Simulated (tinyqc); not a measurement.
Worked calculation: Pariser-Parr-Pople SCF with singles CI, for the molecule c1ccsc1 (SMILES; centres numbered as the heavy atoms are written). One step of it, computed by the program tinyqc.

Task: Iteration 3: Fock matrix. F_rr = H_rr + P_rr gamma_rr / 2 + sum_(s != r) P_ss gamma_rs; F_rs = H_rs - P_rs gamma_rs / 2; E = tr P (H + F) / 2 + core repulsion sum_(r<s) z_r z_s gamma_rs.

P after iteration 2:
```
           1C         2C         3C         4S         5C
1C   1.087447   0.606111  -0.119518  -0.260304   0.735026
2C   0.606111   1.087432   0.735047  -0.260242  -0.119532
3C  -0.119518   0.735047   1.139700   0.527001  -0.378943
4S  -0.260304  -0.260242   0.527001   1.545665   0.527014
5C   0.735026  -0.119532  -0.378943   0.527014   1.139757
```

core matrix H (eV):
```
            1C          2C          3C          4S          5C
1C  -34.223368   -2.390000    0.000000    0.000000   -2.390000
2C   -2.390000  -34.222577   -2.390000    0.000000    0.000000
3C    0.000000   -2.390000  -35.702907   -2.020000    0.000000
4S    0.000000    0.000000   -2.020000  -41.432014   -2.020000
5C   -2.390000    0.000000    0.000000   -2.020000  -35.701701
```

repulsion gamma_rs (eV):
```
           1C         2C         3C         4S         5C
1C  11.130000   5.344818   4.046371   4.163681   5.344818
2C   5.344818  11.130000   5.346212   4.163220   4.045107
3C   4.046371   5.346212  11.130000   5.552194   4.045936
4S   4.163681   4.163220   5.552194  13.000000   5.552920
5C   5.344818   4.045107   4.045936   5.552920  11.130000
```

Centres (angstrom, eV; a flat drawing with bonds scaled to 1.40 angstrom):
```
centre          x          y  core charge z          W   gamma_rr
1C       1.191000   0.000000              1  11.160000  11.130000
2C       0.368000   1.133000              1  11.160000  11.130000
3C      -0.963000   0.700000              1  11.160000  11.130000
4S      -0.963000  -0.700000              2  22.000000  13.000000
5C       0.368000  -1.133000              1  11.160000  11.130000
```

Give: F; pi energy.

Result:

F (eV):
```
         1C       2C       3C       4S       5C
1C  -5.2205  -4.0098   0.2418   0.5419  -4.3543
2C  -4.0098  -5.2204  -4.3549   0.5417   0.2418
3C   0.2418  -4.3549  -5.9534  -3.4830   0.7666
4S   0.5419   0.5417  -3.4830  -9.6734  -3.4832
5C  -4.3543   0.2418   0.7666  -3.4832  -5.9539
```

pi energy = -83.0521 eV
